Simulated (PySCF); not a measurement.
Atoms are numbered as in `[CH3:1][CH2:2][CH2:3][Cl:4]`. Each H is labelled by its parent atom.

- PBE0/pcSseg-1 with gauge-including orbitals
- geometry: GFN2-xTB
- run in PySCF
- averaged over atoms made equivalent by symmetry, fast rotation or ring inversion, a single conformation, relativity neglected, no solvent

δ = σ(ref) − σ, references computed at the same level: ¹³C (σ = 186.93 ppm) and ¹H (σ = 31.72 ppm) against TMS; ³⁵Cl (σ = 949.78 ppm) vs HCl.

```
atoms  nucleus  count  Hirshfeld charge  δ (ppm)
H(C3)       ¹H      2              0.05     3.38
   C2      ¹³C      1             -0.07     32.2
H(C1)       ¹H      3              0.04        ?
H(C2)       ¹H      2              0.04     1.74
   C3      ¹³C      1             -0.03     51.9
   C1      ¹³C      1             -0.11     14.2
  Cl4     ³⁵Cl      1             -0.09        ?
```

Complete the table.

## Answers


- H(C1): 0.98 ppm, hydrogen on a methyl carbon; far from electronegative atoms and π systems
- Cl4: 96 ppm, chlorine bonded to C

Carbons that carry Cl, above all several Cl atoms, come out too deshielded, partly because spin–orbit coupling is missing. Shifts are as computed. Against solution values, carbons near 30 ppm lie about +3 ppm off and those near 130 ppm about +5 ppm. Of 246 compounds with measured shifts, 49 miss one by over three times the rms of a fit or turn the order of signals round; such compounds aren't used in these exercises.
